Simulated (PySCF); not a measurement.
## Working with the constants of NaMg⁺

RHF-CCSD(T) constants of NaMg⁺, ¹Σ⁺ (singlet), closed shell (PySCF, no relativity, basis sets Na 6-31G(d,p), Mg 6-31G(d,p); masses 22.9898 and 23.9850 u):

```
ωe              : 149.7 cm⁻¹
ωexe            : 1.08 cm⁻¹
Be              : 0.13422 cm⁻¹
αe              : 0.00131 cm⁻¹
D (centrifugal) : 4.32e-07 cm⁻¹
De to Na⁺ + Mg  : 0.52 eV
```

Give the vibrational terms G(v) and spacings up to v = 6.

G(v) = ωe(v+½) − ωexe(v+½)².

```
v  G(v) (cm⁻¹)  G(v) − G(v−1)  Bv (cm⁻¹)
0         74.6                    0.1336
1        222.1          147.5     0.1323
2        367.5          145.4     0.1309
3        510.7          143.2     0.1296
4        651.8          141.1     0.1283
5        790.7          138.9     0.1270
6        927.4          136.7     0.1257
```

How well does the Morse estimate ωe²/(4ωexe) reproduce De, and what is D0?

It gives 0.64 eV, 124 % of the computed De. D0 = De − G(0) = 0.52 − 0.01 = 0.51 eV.

Correlated steps freeze 2 core orbitals. Correlated levels converge slowly with the basis: in double zeta they bind strong bonds too weakly, by up to about 1 eV, and carry superposition errors of some tenths. For an ion De counts to the pair picked by the measured ionisation energies or electron affinities, which need not be the lowest pair at this level.
